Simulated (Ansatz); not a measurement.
# CAM-B3LYP/aug-cc-pVDZ run of SiH2O2 (SMILES O[Si]O)

What is the energy change on altering one bond length of SiH2O2 at CAM-B3LYP/aug-cc-pVDZ? 

Program for the calculation: Ansatz 0.2.0.

64 further runs of the same task are left out: 64 set aside as unsound or not needed.

**1. The system as given**

The species is SiH2O2 (5 atoms), meant as a singlet with charge 0. As SMILES, `O[Si]O`. Geometry: relaxed at PBE0-D4/def2-TZVP. This is one conformer, not always the lowest.

Bond lengths: O1–Si2 1.642 Å, Si2–O3 1.663 Å, O1–H4 0.964 Å, O3–H5 0.960 Å. Angles: O1–Si2–O3 99.4°, Si2–O1–H4 117.5°, Si2–O3–H5 116.1°.

**2. A single-point energy at CAM-B3LYP/aug-cc-pVDZ**

Contents of run.yaml:

```yaml
crystal:
  periodic: [false, false, false]
  atoms:
    - {symbol: O, position_ang: [-1.443200, -0.105600, -0.275000]}
    - {symbol: Si, position_ang: [-0.212000, -0.791300, 0.567700]}
    - {symbol: O, position_ang: [1.036000, 0.187500, 0.068600]}
    - {symbol: H, position_ang: [-1.231900, 0.648900, -0.836100]}
    - {symbol: H, position_ang: [1.901100, -0.013100, 0.433400]}
basis:
  gaussian: {orbitals: aug-cc-pVDZ}
hamiltonian: {xc: {name: CAM-B3LYP}}
accuracy: high
output: {orbitals: {seedname: orbitals}}
```

Command:

```bash
ansatz run run.yaml --threads 1 --pin off --max-ram 3480MiB --events-out events.jsonl --progress --plain --runs-dir runs
```

The program printed:

```text
Warning: RAYON_NUM_THREADS=1 ignored (pool sized by the plan → 1); use --threads N
Functional definition: CAM-B3LYP
  name "CAM-B3LYP"
  parameter alpha = 0.19
  parameter beta = 0.46
  parameter omega = 0.33/bohr
  parameter ac = 0.81
  exchange = (1 - alpha - beta)*b88_x + beta*b88_x_sr(omega) + alpha*exact_x + beta*exact_x_lr(omega)
  correlation = (1 - ac)*vwn5_c + ac*lyp_c
1788 factors; integrals over basis functions are off by at most 3.4e-9 eV
469 factors; integrals over basis functions are off by at most 2.0e-9 eV
mean field evaluation 1: about -11996.4479 eV, gradient 7.1e1 eV
mean field evaluation 2: about -11985.4655 eV, gradient 1.1e2 eV
mean field evaluation 4: about -12005.2640 eV, gradient 1.7e0 eV
mean field evaluation 8: about -12005.2698 eV, gradient 1.2e-1 eV
mean field evaluation 16: about -12005.2698 eV, gradient 6.7e-6 eV
mean field -12005.26983898 eV, -441.1855291182 hartree, gradient 5.7e-8 eV, S^2 0.000000; 0 other end points of the search recorded, 0 dependent functions left out
reference -12005.26985766 eV, -441.1855298047 hartree; 16, 16 occupied and 75, 75 virtual orbitals, 1788 factors
Total energy: -12005.26985766 eV, -441.1855298047 hartree
```

Run time: 6.3 s. Hardware: 1 thread of Arm Neoverse V2, shared host; peak memory 0.29 GiB.

**3. The distorted shape, same level**

Contents of molecule.yaml:

```yaml
crystal:
  periodic: [false, false, false]
  atoms:
    - {symbol: O, position_ang: [-1.875757, -0.005298, -0.457403]}
    - {symbol: Si, position_ang: [-0.644557, -0.690998, 0.385297]}
    - {symbol: O, position_ang: [0.603443, 0.287802, -0.113803]}
    - {symbol: H, position_ang: [-1.664457, 0.749202, -1.018503]}
    - {symbol: H, position_ang: [1.901100, -0.013100, 0.433400]}
basis:
  gaussian: {orbitals: aug-cc-pVDZ}
hamiltonian: {xc: {name: CAM-B3LYP}}
accuracy: high
output: {orbitals: {seedname: orbitals}}
```

Command:

```bash
ansatz run molecule.yaml --threads 1 --pin off --max-ram 3480MiB --events-out events.jsonl --progress --plain --runs-dir runs
```

The program printed:

```text
Warning: RAYON_NUM_THREADS=1 ignored (pool sized by the plan → 1); use --threads N
Functional definition: CAM-B3LYP
  name "CAM-B3LYP"
  parameter alpha = 0.19
  parameter beta = 0.46
  parameter omega = 0.33/bohr
  parameter ac = 0.81
  exchange = (1 - alpha - beta)*b88_x + beta*b88_x_sr(omega) + alpha*exact_x + beta*exact_x_lr(omega)
  correlation = (1 - ac)*vwn5_c + ac*lyp_c
1807 factors; integrals over basis functions are off by at most 3.2e-9 eV
485 factors; integrals over basis functions are off by at most 2.3e-9 eV
mean field evaluation 1: about -11992.8126 eV, gradient 7.3e1 eV
mean field evaluation 2: about -11970.5572 eV, gradient 1.3e2 eV
mean field evaluation 4: about -12002.7010 eV, gradient 9.6e0 eV
mean field evaluation 8: about -12002.8619 eV, gradient 2.0e-1 eV
mean field evaluation 16: about -12002.8621 eV, gradient 4.1e-5 eV
mean field -12002.86213154 eV, -441.0970475019 hartree, gradient 5.9e-8 eV, S^2 0.000000; 0 other end points of the search recorded, 0 dependent functions left out
reference -12002.86215048 eV, -441.0970481978 hartree; 16, 16 occupied and 75, 75 virtual orbitals, 1807 factors
Total energy: -12002.86215048 eV, -441.0970481978 hartree
```

Run time: 6.3 s. Hardware: 1 thread of Arm Neoverse V2, shared host; peak memory 0.29 GiB.

**4. Results**

At CAM-B3LYP/aug-cc-pVDZ:

| quantity | value |
| --- | --- |
| first shape: total energy | -441.18553 Eh |
| first shape: HOMO energy | -8.55 eV |
| first shape: LUMO energy | -0.27 eV |
| first shape: HOMO–LUMO gap | 8.28 eV |
| distorted shape: total energy | -441.09705 Eh |
| distorted shape: HOMO energy | -8.36 eV |
| distorted shape: LUMO energy | -1.57 eV |
| distorted shape: HOMO–LUMO gap | 6.79 eV |
| energy change with the O3–H5 bond stretched from 0.960 to 1.440 Å | 2.408 eV |

With the O3–H5 bond stretched from 0.960 to 1.440 Å the energy rises by 2.41 eV (232 kJ/mol). The first shape isn't relaxed at this level, so the change isn't measured from a minimum.
